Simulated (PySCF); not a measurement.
# Two-dimensional NMR puzzle

Compound of formula C6H10. Correlations simulated from computed shifts and couplings:

HSQC (one-bond C–H):
```tsv
δH	δC	$^{1}J$(C,H) (Hz)
5.89	146.6	162
5.78	132.3	158
5.57	135.8	162
5.39	121.1	160
5.23	121.1	163
2.96	38.3	134
1.85	15.9	132
```

COSY cross peaks (|J| ≥ 2 Hz):
```tsv
δH	δH	abs. J (Hz)	bonds
5.89	5.39	17.5	3
5.89	5.23	11.1	3
5.89	2.96	8.1	3
5.78	5.57	12.6	3
5.78	1.85	7.7	3
5.57	2.96	8.8	3
5.57	1.85	2.4	4
```

HMBC (two and three bonds, |J| ≥ 2.5 Hz):
```tsv
δH	δC [abs. J in Hz]
5.89	38.3 [5.4]
5.78	38.3 [9.2], 15.9 [5.0]
5.57	38.3 [4.6], 15.9 [9.7]
5.39	38.3 [8.4]
5.23	38.3 [12.5]
2.96	146.6 [6.6], 135.8 [6.3], 132.3 [6.1], 121.1 [7.0]
1.85	135.8 [6.5], 132.3 [6.6]
```

Method: coordinates at the GFN2-xTB level, shieldings: GIAO PBE0/pcSseg-1, J: B3LYP/pcJ-1 (without the spin–dipole term), in PySCF 2.14 (in vacuum, non-relativistic Hamiltonian, one computed conformer, one averaged value for each set of equivalent atoms).

Referencing at the same level of theory: $^{1}$H, $^{13}$C against TMS.

Exchangeable hydrogens are left out of these lists, and C,H couplings along chains are those of one rotamer, so weak HMBC peaks may be missing or extra.

**Question.** Assemble the structure.

**Answer.** `C=CC/C=C\C`.

Atoms are numbered as in `[CH2:1]=[CH:2][CH2:3]/[CH:4]=[CH:5]\[CH3:6]`. Hydrogens are named by the atom that carries them. Ha(C1) is cis to C3; Hb(C1) is trans to C3.

1. δC 146.6 is C2, an alkene CH (δH 5.89).
2. δC 135.8 is C4, an alkene CH (δH 5.57).
3. δC 132.3 is C5, an alkene CH (δH 5.78).
4. δC 121.1 is C1, a terminal =CH2 carbon (δH 5.39, 5.23).
5. δC 38.3 is C3, an allylic sp3 CH2 (δH 2.96).
6. δC 15.9 is C6, an allylic methyl carbon (δH 1.85).
7. COSY links 5.89–5.39, 5.89–5.23, 5.89–2.96, 5.78–5.57, 5.78–1.85, 5.57–2.96.

This is the structure that produced the data.

Unscaled 3J(H,H) at this level run about 10 % above measured values. Shifts are as computed. Against solution values, carbons near 30 ppm lie about +3 ppm off and those near 130 ppm about +5 ppm. Of 1211 compounds with measured shifts, 218 miss one by over three times the rms of a fit or turn the order of signals round; such compounds aren't used in these exercises. Couplings across =CH–CH2 type bonds come from one rotamer and its mirror image, and can be 1–2 Hz further off.
